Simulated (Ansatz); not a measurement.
in.yaml

```yaml
crystal:
  periodic: [false, false, false]
  atoms:
    - {symbol: Si, position_ang: [0.000000, 0.000000, 0.000000]}
    - {symbol: Cl, position_ang: [0.000000, 0.000000, 7.028000]}
basis:
  gaussian: {orbitals: 6-31G}
magnetization: {spin_polarized: true, initial_magnetization: 3}
correlation: {method: ccsdtq, electrons: outside_noble_gas}
```

```sh
$ ansatz run in.yaml --threads 1 --pin off --events-out ev --progress --plain --max-ram 2393MiB
```

(1) Roughly how long does this take on 1 thread of Arm Neoverse N1, shared host, and how much host memory?

```
454 factors; integrals over basis functions are off by at most 3.0e-8 eV
mean field evaluation 1: about -20361.2769 eV, gradient 4.0e0 eV
mean field evaluation 2: about -20361.2786 eV, gradient 4.0e0 eV
mean field evaluation 4: about -20361.4964 eV, gradient 4.9e-1 eV
mean field evaluation 8: about -20361.5004 eV, gradient 1.4e-5 eV
mean field evaluation 16: about -20361.5006 eV, gradient 8.5e-2 eV
mean field evaluation 32: about -20361.5025 eV, gradient 2.5e-3 eV
mean field evaluation 64: about -20361.5010 eV, gradient 1.5e-1 eV
mean field evaluation 96: about -20361.5026 eV, gradient 6.0e-3 eV
mean field evaluation 128: about -20361.5010 eV, gradient 5.8e-2 eV
mean field evaluation 160: about -20361.5024 eV, gradient 1.0e-3 eV
...
cycle  97  -1.48479638 eV  change   6.5e-12 eV  update   2.5e-6
cycle  98  -1.48479638 eV  change   6.6e-12 eV  update   4.4e-6
cycle  99  -1.48479638 eV  change   1.0e-11 eV  update   4.2e-6
cycle 100  -1.48479638 eV  change   8.7e-12 eV  update   1.6e-6
cycle 101  -1.48479638 eV  change   4.2e-12 eV  update   2.4e-6
cycle 102  -1.48479638 eV  change   7.4e-12 eV  update   2.2e-6
cycle 103  -1.48479638 eV  change   5.1e-12 eV  update   2.9e-6
cycle 104  -1.48479638 eV  change   3.2e-12 eV  update   1.5e-6
cycle 105  -1.48479638 eV  change   1.2e-12 eV  update   1.5e-6
cycle 106  -1.48479638 eV  change  -9.1e-14 eV  update   7.7e-7
Total energy: -20362.98730125 eV, -748.3259807923 hartree
```

For the same geometry and basis full CI lies 0.1 meV higher.

Answers

(1) 5.6 min wall and 0.47 GiB.
